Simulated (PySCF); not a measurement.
Compound: C5H5N.
SMILES: `C(/C(=C)C#C)=N/[H]`

Torsions of this conformer, `[H]/[N:6]=[CH:5]\[C:3]([C:2]#[CH:1])=[CH2:4]`: C2–C3–C5–N6 0°.

The closed-shell ground state was solved at several levels (PySCF, density fitting, gas phase, non-relativistic). Isolated species at its PBE0-D3(BJ)/def2-SVP geometry (one conformer only).

```csv
level,basis functions,total energy (Eh),HOMO (eV),LUMO (eV),gap (eV),dipole (D)
B3LYP/pcJ-1,212,-248.1974,-7.31,-2.01,5.30,2.59
B3LYP/pcSseg-2,286,-248.2853,-7.35,-2.11,5.24,2.64
CAM-B3LYP/def2-SVPD,160,-247.8712,-8.80,-0.77,8.03,2.71
```

Question: Estimate the row for PBE0/pcSseg-1, a basis of 127 functions; the other rows only guide the guess.

Answer: Total energy -247.8487 Eh, HOMO -7.55 eV, LUMO -1.84 eV, gap 5.71 eV, dipole 2.60 D.

Question: Over all these levels, which gives the widest orbital gap and which the narrowest?

Answer: CAM-B3LYP/def2-SVPD (range-separated hybrid) has the widest, 8.03 eV, and B3LYP/pcSseg-2 (global hybrid, 20 % exact exchange) the narrowest, 5.24 eV. Functional and basis both differ between the two, so the spread mixes both effects.

Question: How far do the dipole and the HOMO energy spread over the levels?

Answer: The dipole runs from 2.59 to 2.71 D (mean 2.63 D) and the HOMO from -8.80 to -7.31 eV.
